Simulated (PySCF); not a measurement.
Species: C4H3F2 (charge +1).
Numbering: `[F:1][CH2:2][c:3]1[cH:4][c+:5]1[F:6]` (hydrogens: H7, H8 on C2; H9 on C4)

The same species was optimised twice, with GFN2-xTB and with PBE0-D3(BJ)/def2-SVP (PySCF), and the same property calculations (PySCF, gas phase) were run on both structures.

| coordinate | GFN2-xTB | PBE0-D3(BJ)/def2-SVP | change |
| --- | --- | --- | --- |
| C2–C3 (Å) | 1.442 | 1.470 | +0.028 |
| C3–C5 (Å) | 1.396 | 1.370 | -0.026 |
| C3–C4 (Å) | 1.404 | 1.385 | -0.019 |
| C4–C5 (Å) | 1.368 | 1.354 | -0.014 |
| F1–C2 (Å) | 1.348 | 1.341 | -0.007 |
| C5–F6 (Å) | 1.259 | 1.255 | -0.004 |
| C2–C3–C4 (°) | 148.2 | 146.6 | -1.6 |
| C2–C3–C5 (°) | 153.3 | 154.5 | +1.2 |
| C4–C5–F6 (°) | 150.8 | 149.8 | -1.0 |
| F1–C2–C3 (°) | 111.6 | 110.6 | -1.0 |
| C3–C5–F6 (°) | 148.1 | 149.1 | +1.0 |
| C3–C4–C5 (°) | 60.5 | 60.0 | -0.5 |
| C4–C3–C5 (°) | 58.5 | 58.9 | +0.4 |
| C3–C5–C4 (°) | 61.1 | 61.2 | +0.1 |
| F1–C2–C3–C4 (°) | 0 | 1 | +1 |

Rotational constants: A = 12370, B = 1864, C = 1637 MHz (GFN2-xTB) against A = 12601, B = 1875, C = 1649 MHz (PBE0-D3(BJ)/def2-SVP). Point groups within 0.08 Å: Cs and Cs.

On the GFN2-xTB structure: HOMO (eV) -15.29 [PBE0/pcSseg-1]; LUMO (eV) -7.83 [PBE0/pcSseg-1]; GIAO shielding of F1 (ppm) 429.0 [PBE0/pcSseg-1]; GIAO shielding of C2 (ppm) 106.6 [PBE0/pcSseg-1]; GIAO shielding of C3 (ppm) 2.0 [PBE0/pcSseg-1]; GIAO shielding of C4 (ppm) 24.1 [PBE0/pcSseg-1]; GIAO shielding of C5 (ppm) 6.3 [PBE0/pcSseg-1]; GIAO shielding of F6 (ppm) 227.0 [PBE0/pcSseg-1].

**Question.** What do these properties become on the PBE0-D3(BJ)/def2-SVP structure?

**Answer.** 
```csv
property,level,on GFN2-xTB,on PBE0-D3(BJ)/def2-SVP,change
HOMO (eV),PBE0/pcSseg-1,-15.29,-15.38,-0.09
LUMO (eV),PBE0/pcSseg-1,-7.83,-7.70,+0.13
"energy, GFN2-xTB geometry as zero (kcal/mol)",PBE0/pcSseg-1,0.0,-1.6,-1.6
GIAO shielding of F1 (ppm),PBE0/pcSseg-1,429.0,430.1,+1.1
GIAO shielding of C2 (ppm),PBE0/pcSseg-1,106.6,106.2,-0.4
GIAO shielding of C3 (ppm),PBE0/pcSseg-1,2.0,4.4,+2.4
GIAO shielding of C4 (ppm),PBE0/pcSseg-1,24.1,24.3,+0.2
GIAO shielding of C5 (ppm),PBE0/pcSseg-1,6.3,10.3,+4.0
GIAO shielding of F6 (ppm),PBE0/pcSseg-1,227.0,235.1,+8.1
```

The heavy atoms differ by 0.021 Å rms after alignment. Among bonds between heavy atoms C2–C3 changes most (+0.028 Å). Changes are differences of the printed values. Neither structure is proved a minimum here. One conformer (not necessarily the lowest) at the PBE0-D3(BJ)/def2-SVP geometry, without solvent, vibrations or thermal averaging.

Conformer computed: `[F:1][CH2:2][c:3]1[cH:4][c+:5]1[F:6]`: F1–C2–C3–C4 1°.
